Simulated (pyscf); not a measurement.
**Routes from `[OH][Zn][Cl]` + `[SeH2]`**

Candidate steps break at most two bonds and form at most two. Each was searched with GFN2-xTB (tblite) first. PySCF, gas phase, ωB97X-D3(BJ)/def2-SVP geometries. Energies: ωB97M-D3(BJ)/def2-TZVP, eV, from the separated reactants, singlet surface; ΔG‡ with ideal gas, 1 atm, RRHO with modes under 100 cm⁻¹ raised to 100, one conformer, R ln 2 for chiral ones without a mode under 150 cm⁻¹.

| products | type | ΔE‡ | ΔE | ΔG‡ 298 K | ΔG‡ 900 K | ν‡ (cm⁻¹) |
|---|---|---|---|---|---|---|
| HO–Zn–SeH + HCl | four-centre exchange | 0.36 | +0.20 | 0.76 | 1.63 | 745i |
| Cl–Zn–O–SeH + H₂ | four-centre exchange | 3.47 | +1.42 | 3.85 | 4.81 | 1184i |

Row 1: On the reactant side the descent ends in an adduct with a Se–Zn contact, 0.47 eV under the separated species and 0.63 eV under the saddle at ωB97X-D3(BJ)/def2-TZVP. On the product side the descent ends in a complex, 0.27 eV under the separated species and 0.29 eV under the saddle at ωB97X-D3(BJ)/def2-TZVP. Row 2: On the reactant side the descent ends in an adduct with a Se–Zn contact (not fully relaxed), 0.58 eV under the separated species and 3.93 eV under the saddle at ωB97X-D3(BJ)/def2-TZVP. 

Plain bond fissions and candidates not yet searched are not listed, and one of them may be faster. Each barrier is that of the saddle found; lower ones may exist. Elements up to Kr have no core potential and no relativistic terms here.
